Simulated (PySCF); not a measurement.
A PySCF script (with the pyscf-properties extension) for the NMR shieldings of Methylidenesilylene (SMILES C=[Si]), on a PBE0-D3(BJ)/def2-TZVP geometry:

```python
import basis_set_exchange as bse
import numpy as np
from pyscf import gto, dft
from pyscf.prop import nmr

atoms = """
C     0.070986   -0.114509   -0.220170
Si   -0.787307    1.353927   -0.276269
H     0.955516   -0.310484   -0.827108
H    -0.200352   -0.953991    0.419927
"""
names = dict.fromkeys(["C", "Si", "H"], "pcSseg-2")
basis = {el: gto.basis.parse(bse.get_basis(n, elements=[el], fmt="nwchem")) for el, n in names.items()}
mol = gto.M(atom=atoms, basis=basis, charge=0, verbose=0)
mf = dft.RKS(mol, xc="PBE0")
mf.grids.level = 2
mf.grids.alignment = dft.numint.BLKSIZE   # the property module wants whole blocks of grid points
mf.conv_tol = 1e-9
mf.kernel()

calc = nmr.RKS(mf)   # GIAO
C = mf.mo_coeff
Co = C[:, mf.mo_occ > 0]
resp = mf.gen_response(singlet=True, hermi=2)
def vind(x):   # induced exchange potential for any number of trial vectors
    d = np.einsum("pi,xij,qj->xpq", C, 2 * x.reshape(-1, C.shape[1], Co.shape[1]), Co, optimize=True)
    return np.einsum("xpq,pi,qj->xij", resp(d - d.transpose(0, 2, 1)), C, Co, optimize=True).ravel()
mo1, _ = nmr.rhf.solve_mo1(calc, with_cphf=vind)
sigma = calc.kernel(mo1)
for i, s in enumerate(sigma):   # ppm
    w = np.linalg.eigvalsh((s + s.T) / 2)
    print("%2d %-2s iso %8.1f  s11 %8.1f  s22 %8.1f  s33 %8.1f" % (i, mol.atom_pure_symbol(i), w.mean(), *w))
```

**Question.** What are the results?

**Answer.** 
```
 0 C  iso     51.6  s11   -190.3  s22    106.9  s33    238.2
 1 Si iso   -365.0  s11   -854.1  s22   -176.5  s33    -64.4
 2 H  iso     24.5  s11     15.6  s22     28.9  s33     29.0
 3 H  iso     24.6  s11     15.6  s22     28.9  s33     29.2
```

These numbers come from an equivalent density-fitted implementation of the same equations, which agrees with the script to about 0.01 ppm for H and up to a few tenths of a ppm for heavy atoms, so last digits may differ.

**Question.** Turn these shieldings into chemical shifts. Shifts are taken against calculated references (same method and geometry level): ¹³C (186.03 ppm), ²⁹Si (342.20 ppm), ¹H (31.52 ppm) vs TMS.

**Answer.** Averaging equivalent atoms: C 0: 134.4; Si 1: 707.2; H 2/3: 6.99 ppm. 

Size and cost of the density-fitted run: 107 basis functions, 3.6 s wall time on 1 thread of an Arm Neoverse V1, shared host; peak memory 0.37 GiB.
